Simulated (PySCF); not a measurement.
Compound: 1-propanol, C3H8O.
Atom-mapped SMILES: `[CH3:1][CH2:2][CH2:3][OH:4]` (hydrogens: H5, H6, H7 on C1; H8, H9 on C2; H10, H11 on C3; H12 on O4)

Computed geometry: GFN2-xTB, gas phase.

Problem. Give the optimised bond lengths and angles.

Solution. 
```tsv
bond	length (Å)
C1–C2	1.523
C2–C3	1.529
C3–O4	1.408
C1–H5, C1–H6, C1–H7	1.088
C2–H8, C2–H9	1.093
C3–H10, C3–H11	1.097
O4–H12	0.964
```

Bonds in one row agree within 0.01 Å and their mean is given. A selection of angles:
```tsv
angle	degrees
C2–C1–H5	110.5
H5–C1–H6	108.4
H5–C1–H7	108.5
C1–C2–C3	111.6
C1–C2–H8	110.0
C3–C2–H8	108.8
H8–C2–H9	107.8
C2–C3–O4	112.9
C2–C3–H10	109.6
O4–C3–H10	110.4
O4–C3–H11	105.4
H10–C3–H11	108.3
C3–O4–H12	108.6
```

Dihedral angles: C1–C2–C3–O4 179° (antiperiplanar); H12–O4–C3–C2 57° (synclinal). The mirror-image conformer, all signs reversed, is as good.

O4 (alcohol oxygen) is bent (angle 108.6°). The 4 heavy atoms lie in one plane (0.007 Å rms). Of the pairs four or more bonds apart, H9···H12 is among the closest relative to their van der Waals radii: 2.44 Å, 102 % of the sum of Bondi's values.

Stationary, but not proved a minimum. The numbers are those of one conformer (C1–C2–C3–O4 179°, C2–C3–O4–H 57°).
